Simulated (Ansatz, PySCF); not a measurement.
Molecule: carbon monosulfide, CS (charge 0, singlet). 
Geometry from a B3LYP-D3(BJ)/def2-TZVP (Ansatz, a program for electronic structure) optimisation:
```
C
S 1 1.5320
```
Charge 0, spin multiplicity 1.


Quantity: enthalpy of formation at 298 K (from the atomisation energy, B3LYP-D3(BJ)/def2-TZVP harmonic zero-point and thermal terms from PySCF, and the atoms' enthalpies of formation in the G2/97 table; no spin-orbit terms, and no core term in the frozen-core levels), in kcal/mol. Correlated levels leave the core frozen unless marked. Open shells are spin-unrestricted. No spin-orbit coupling. No relativistic terms. The coupled-cluster limit lacks core correlation, which all-electron functionals hold. Basis-set limits of correlation are two-point, X^-3; Hartree-Fock from the larger set (for Q and 5 zeta extrapolated as (X+1)exp(-9√X)).

Measured: 66.9 kcal/mol (G2/97 table in ASE (Curtiss et al.)); it holds spin-orbit and relativistic effects, which these rows lack, and core correlation, which the frozen-core levels lack. This is an older compilation, not checked against later work.

```csv
level,program,enthalpy of formation at 298 K (kcal/mol),error against measurement
HF-D4/def2-TZVPD,PySCF + dftd4,138.8,71.9
BLYP-D3(BJ)/def2-TZVPD,Ansatz + dftd3,64.6,-2.3
BHLYP-D4/def2-TZVPD,Ansatz + dftd4,85.3,18.4
CAM-B3LYP-D3(BJ)/def2-TZVPD,Ansatz + dftd3,73.9,7.0
"MP2/CBS(aug-cc-pV(T+d)Z,aug-cc-pV(Q+d)Z)",Ansatz,59.1,-7.8
RI-MP2/aug-cc-pV(Q+d)Z,Ansatz,61.6,-5.3
RI-MP2/def2-QZVPP,Ansatz,62.4,-4.5
"CCSD/CBS(cc-pV(T+d)Z,cc-pV(Q+d)Z)",Ansatz,77.6,10.7
CCSDT(Q)/cc-pV(D+d)Z,Ansatz,82.5,15.6
"CCSD(T)/CBS(cc-pV(Q+d)Z,cc-pV(5+d)Z)",Ansatz,67.4,0.5
```
